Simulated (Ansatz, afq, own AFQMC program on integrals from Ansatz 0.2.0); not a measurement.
Al2H, quartet: AFQMC among the cluster methods

```xyz
3

Al    0.0000    0.0000    0.3526
Al    0.0000    0.0000   -2.3244
H     0.0000    0.0000    1.9718
```

Connectivity, by distances: AlH–Al.

Basis cc-pVTZ. Noble-gas cores (and the filled d shells of Ga–Kr and In–Xe) are frozen. Integrals, coupled cluster, full CI and functionals: Ansatz 0.2.0; the random walks run on the same integrals in our own AFQMC program. ph-AFQMC/CISD is guided by a CISD state made of CCSD amplitudes; releasing the constraint for a short imaginary time cuts its bias at the price of noise, slowly where states lie close. Uncertainties: one standard error, sampling alone.

Determinant: UHF, the one that the program's search chose, which needn't be the lowest solution. The geometry is a PBE0/def2-TZVP stationary point of this or a neighbouring charge and spin state.

No full CI on the walks' own integrals is used here; CCSDT(Q) serves as the reference and is uncertain by about the last step of the cluster series.

Cautions: another spin lies lower (by 864 meV); (T) is large, 6 % of the CCSD correlation; the released energies are still falling, so no released level is given (meV from the phaseless value at times in 1/Eh: -10 ± 5 at 0.24, -14 ± 5 at 0.50, -17 ± 5 at 1.00, -30 ± 4 at 1.50).

```
T1 diagnostic                               : 0.0309
weight of the determinant in the CISD state : 0.862
⟨S²⟩ of the determinant                     : 3.790
size of the correlated space                : 7 electrons in 72 orbitals
```

| level | correlation energy (eV) |
| --- | --- |
| MP2 | -2.8705 |
| CCSD | -3.5916 |
| CCSD(T) | -3.8090 |

Task: Estimate where phaseless AFQMC with the Hartree–Fock trial lies against CCSD(T) on the same integrals.

Result: 3.39 ± 0.50 kcal/mol above CCSD(T).

Reference: CCSDT(Q), correlation energy -3.881 eV.

```
        level  E − E(reference) (kcal/mol)  share of correlation (%)
      CCSD(T)                         1.67                     98.14
        CCSDT                         0.43                     99.52
  ph-AFQMC/HF                  5.06 ± 0.50                     94.35
ph-AFQMC/CISD                  1.17 ± 0.10                     98.69
```

A walk keeps the symmetry of its determinant, which the program's search chose and which needn't be the lowest solution, so a lower state of the same spin and another symmetry isn't excluded.
